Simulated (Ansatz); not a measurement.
**Scan of [AlH₂···H···BH₂], doublet**

Starting geometry:

```yaml
atoms:
  - { symbol: Al, position_ang: [-0.9562, 0.0000, 0.0000] }
  - { symbol: H, position_ang: [-1.7491, 1.3734, 0.0000] }
  - { symbol: H, position_ang: [-1.7491, -1.3734, 0.0000] }
  - { symbol: H, position_ang: [0.6296, 0.0000, 0.0000] }
  - { symbol: B, position_ang: [2.1568, 0.0000, 0.0000] }
  - { symbol: H, position_ang: [2.6659, 0.0000, 1.0770] }
  - { symbol: H, position_ang: [2.6659, 0.0000, -1.0770] }
```

From there H4 is moved from one fragment to the other while all else, the fragments' distance too, stays fixed; atoms are numbered as listed. Energies are in kJ/mol, counted from the starting geometry at the same level.

Basis cc-pVDZ; Ansatz 0.2.0. Only valence electrons are correlated (noble-gas cores frozen). Prefix R: restricted or restricted open-shell reference; prefix U: unrestricted.

The reference follows the lowest state, whose symmetry changes along the scan.

Full CI isn't at hand for all of this; UCCSDT(Q) serves as the reference, and is uncertain by about the last step of the cluster series. The frozen core follows each run's orbitals, which can shift R against U totals by a few meV.

```csv
distance Al1-H4 (Å),RHF
1.475,22.2
1.586,0.0
1.637,-3.9
1.688,-4.3
1.739,-1.3
1.790,5.3
1.841,13.7
1.892,5.5
1.943,1.1
```

Estimate the UCCSDT(Q) curve in cc-pVDZ from this one, knowing how RHF errs.

The computed UCCSDT(Q) values, in kJ/mol from the starting point, and the error of RHF against them:
```json
{"distance Al1-H4 (Å)": "1.475", "UCCSDT(Q)": "27.2", "RHF less UCCSDT(Q)": "-5.0"}
{"distance Al1-H4 (Å)": "1.586", "UCCSDT(Q)": "0.0", "RHF less UCCSDT(Q)": "0.0"}
{"distance Al1-H4 (Å)": "1.637", "UCCSDT(Q)": "-6.3", "RHF less UCCSDT(Q)": "2.4"}
{"distance Al1-H4 (Å)": "1.688", "UCCSDT(Q)": "-9.1", "RHF less UCCSDT(Q)": "4.9"}
{"distance Al1-H4 (Å)": "1.739", "UCCSDT(Q)": "-8.5", "RHF less UCCSDT(Q)": "7.2"}
{"distance Al1-H4 (Å)": "1.790", "UCCSDT(Q)": "-4.1", "RHF less UCCSDT(Q)": "9.4"}
{"distance Al1-H4 (Å)": "1.841", "UCCSDT(Q)": "4.3", "RHF less UCCSDT(Q)": "9.4"}
{"distance Al1-H4 (Å)": "1.892", "UCCSDT(Q)": "12.7", "RHF less UCCSDT(Q)": "-7.1"}
{"distance Al1-H4 (Å)": "1.943", "UCCSDT(Q)": "11.7", "RHF less UCCSDT(Q)": "-10.6"}
```

The error spans 20.0 kJ/mol and is largest, -10.6 kJ/mol, at 1.943 Å.
